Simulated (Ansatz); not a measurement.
in.yaml

```yaml
crystal:
  periodic: [false, false, false]
  atoms:
    - {symbol: Al, position_ang: [0.000000, 0.020463, 1.750773]}
    - {symbol: As, position_ang: [0.000000, -0.027757, -0.688843]}
    - {symbol: H, position_ang: [0.000000, 1.383794, 2.563130]}
    - {symbol: H, position_ang: [0.000000, -1.367803, 2.519896]}
    - {symbol: H, position_ang: [0.000000, 1.499472, -0.746751]}
basis:
  gaussian: {orbitals: def2-SVP}
magnetization: {spin_polarized: false, initial_magnetization: 3}
correlation: {method: fic_mrcisd_q, electrons: valence, active_space: {window: {electrons: 5, orbitals: 5}, states: [{multiplicity: 5, weights: [1, 1, 1, 1, 1, 1, 1, 1, 1, 1, 1, 1, 1, 1, 1, 1, 1, 1, 1, 1, 1, 1, 1, 1, 1, 1, 1, 1, 1, 1]}]}}
```

```sh
$ ansatz run in.yaml --threads 1 --pin off --events-out ev --progress --plain --max-ram 2393MiB
```

(1) One thing in this input was set wrong on purpose, beside settings that are merely unusual. What is the gravest fault, and what does the program do?

Results:

(1) Impossible set of states or weights. How the run ends: stopped by an error.
```
1082 factors; integrals over basis functions are off by at most 2.0e-7 eV
mean field evaluation 1: about -67410.8075 eV, gradient 1.3e1 eV
mean field evaluation 2: about -67410.8316 eV, gradient 1.3e1 eV
mean field evaluation 4: about -67412.0669 eV, gradient 2.2e0 eV
mean field evaluation 8: about -67412.0902 eV, gradient 1.4e-1 eV
mean field evaluation 16: about -67403.7091 eV, gradient 1.9e1 eV
mean field evaluation 32: about -67410.6852 eV, gradient 8.3e-7 eV
mean field evaluation 64: about -67412.0911 eV, gradient 3.5e-5 eV
mean field evaluation 96: about -67410.6751 eV, gradient 6.7e-1 eV
mean field evaluation 128: about -67410.6852 eV, gradient 1.5e-6 eV
mean field -67412.09111597 eV, -2477.3486549554 hartree, gradient 2.1e-6 eV, S^2 3.750000; 7 other end points of the search recorded, 0 dependent functions left out
reference -67412.09111597 eV, -2477.3486549554 hartree; 26, 23 occupied and 39, 42 virtual orbitals, 1082 factors
Error: 5 electrons in 5 orbitals have no state of multiplicity 5
```
